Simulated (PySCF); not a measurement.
# Bond dissociation energies of `O=c1cc1Cl` (C3HClO)

Molecule: `O=c1cc1Cl` (C3HClO). Numbering: `[O:1]=[c:2]1[cH:3][c:4]1[Cl:5]`

Level of theory: PBE0-D3(BJ)/def2-TZVP single points in PySCF, grid level 2; every species was optimised with PBE0-D3(BJ)/def2-SVP. Thermal corrections: PBE0-D3(BJ)/def2-SVP frequencies, unscaled, ideal gas at 298.15 K and 1 bar, quasi-RRHO entropy.

```csv
bond,r / Å,radicals,BDE(298 K) / eV,BDFE / eV,D₀ / eV,Dₑ / eV
C4–Cl5,1.687,O=c1[c]c1 + Cl•,3.61,3.18,3.57,3.68
C3–H,1.091,O=c1[c]c1Cl + H•,4.18,3.82,4.12,4.45
```

Homolysis to relaxed radicals in the gas phase; the table need not hold every single bond outside rings.

Weakest of these: C4–Cl5 (3.61 eV); strongest: C3–H (4.18 eV).

Known limits: spin-orbit coupling is left out of the energies, which matters for open shells on the heavier atoms.

Structures, frequencies and single points took 4.8 min of wall time on 1 thread of Arm Neoverse N1 (shared host), launched as `OMP_NUM_THREADS=1 python redox_run.py task.json out`.
